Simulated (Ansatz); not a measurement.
**How far each method lies from RCCSDTQ for F₂, singlet**

Geometry: MP2(full)/6-31G*, from the G2/97 set.

```xyz
2

F     0.0000    0.0000    0.0000
F     0.0000    0.0000    1.4206
```

Basis cc-pVTZ; Ansatz 0.2.0. Correlated methods freeze the noble-gas cores, which leaves 14 electrons in 58 orbitals. Prefix R: restricted or restricted open-shell reference; prefix U: unrestricted.

Full CI isn't at hand for all of this; RCCSDTQ serves as the reference, and is uncertain by about the last step of the cluster series. The frozen core follows each run's orbitals, which can shift R against U totals by a few meV.

Unrestricted rows (U) aren't spin-pure: their determinants' ⟨S²⟩ exceeds S(S+1) by up to 0.39, so they mix in states of higher spin.

- UHF ⟨S²⟩: 0.387
- T1 diagnostic (RCCSD): 0.0107
- largest doubles amplitude (RCCSD): 0.172

| level | E − E(RCCSDTQ) (kJ/mol) | share of correlation (%) | wall time |
| --- | --- | --- | --- |
| RHF | 1435.3 | 0.00 | – |
| UHF | 1404.5 | 2.15 | – |
| RMP2 | 60.9 | 95.76 | – |
| UMP2 | 178.6 | 87.55 | – |
| RCCSD | 51.5 | 96.41 | – |
| UCCSD | 56.5 | 96.06 | – |
| RCCSD(T) | 3.7 | 99.74 | 0.78 s |
| UCCSD(T) | 8.0 | 99.45 | 2.4 s |
| RCCSDT | 3.7 | 99.74 | – |
| RCCSDT(Q) | -0.5 | 100.04 | 8 s (H100) |

The correlation energy at RCCSDTQ, counted from RHF, is -14.876 eV. That run took 60 s on 5 threads of AMD EPYC 7R13 with a whole H100 80 GB, shared host.

Times hold each run's SCF and search for its determinant on a shared host, so for small cases they say little of a method's own cost; rows without a card ran on 1 thread of AMD EPYC 7R13.
